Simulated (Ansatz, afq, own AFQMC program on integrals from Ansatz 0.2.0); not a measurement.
Integrals from Ansatz 0.2.0, then the random walk in our own AFQMC program (afq).

```yaml
crystal:
  periodic: [false, false, false]
  atoms:
    - {symbol: N, position_ang: [0.000000, 0.000000, 0.584354]}
    - {symbol: N, position_ang: [0.000000, 0.000000, -0.762437]}
    - {symbol: H, position_ang: [0.000000, 0.968061, 1.237355]}
    - {symbol: H, position_ang: [0.000000, -0.968061, 1.237355]}
basis:
  gaussian: {orbitals: cc-pVDZ}
magnetization: {spin_polarized: false}
correlation: {method: ccsd_t, electrons: outside_noble_gas, hamiltonian_folder: ham}
```

```sh
$ ansatz run in.yaml --threads 1 --pin off --events-out ev --progress --plain --max-ram 1382MiB
```

afq runs on the folder ham with

```
--method phaseless --trial hf --walkers 120 --populations 1 --least-time 40 --time-step 0.005 --steps-per-block 20 --equilibration-blocks 112 --max-blocks 600 --target-error 0.00126 --factor-cut 1e-05 --seed 5339 --taylor-order 6
```

Times are imaginary, in 1/Eh. The walk had a cap of 513 s.

Output of the walk:

```
orbitals 36  electrons 6 6  factors 273 of 363
reference energy -109.92423996 Eh
CCSD correlation -0.35438261 Eh in 12 cycles, weight of the determinant in the CISD state 0.8509
energy of the start -109.924240 Eh
 block  time / (1/Eh)  mean weight  energy / Eh
     1     0.100  0.9993  -110.014833
     2     0.200  1.0008  -110.090557
     3     0.300  1.0029  -110.140737
     4     0.400  1.0039  -110.189963
     5     0.500  1.0021  -110.208592
    10     1.000  1.0006  -110.267071
    86     8.600  0.9992  -110.313509
   171    17.100  1.0011  -110.303712
   239    23.900  1.0010  -110.392021
   256    25.600  1.0019  -110.286832
   341    34.100  1.0041  -110.264739
   426    42.600  0.9986  -110.289171
   511    51.100  1.0007  -110.249529
   596    59.600  1.0005  -110.311363
   681    68.100  1.0014  -110.337928
   698    69.800  0.9998  -110.321112
blocks merged  error / Eh  count
     1  0.001314  600
     2  0.001713  300
     4  0.002085  150
     8  0.002515  75
    16  0.002740  37
    32  0.002920  18
    64  0.002999  9
energy -110.301193 +/- 0.002920 Eh
(rows thinned)
```

The run passed its tests (sampling time, drift between the halves within three errors, error under three times the target), which doesn't prove that it has relaxed.

Against this walk (error 79.5 meV) on the same determinant: CCSD(T) 224.6 meV higher, CCSDT(Q) 162.4 meV higher, a separate phaseless walk with a CISD trial and standard settings 179.2 ± 85.3 meV higher. The error is statistical and leaves out the bias of the constraint.

Cautions: constraint bias not in the error; error above the target (79.5 against 34.3 meV); higher spins were not checked; restricted determinant unstable towards unrestricted (UHF 349 meV lower, ⟨S²⟩ 0.71); raised T1 diagnostic (T1 0.034, weight of the determinant 0.85, largest double 0.11); the bias of populations of 120 walkers isn't removed.

The walk took 84 s on 1 thread of AMD EPYC 9R14 (Zen 4), on a shared host. The log's last line is the phaseless energy.

CCSDT and higher add their correlation energy to the determinant of the CCSD(T) run, since their own runs factorise the integrals more tightly (a shift of under 2 meV). A walk keeps the symmetry of its determinant, which the program's search chose and which needn't be the lowest solution, so a lower state of the same spin and another symmetry isn't excluded.
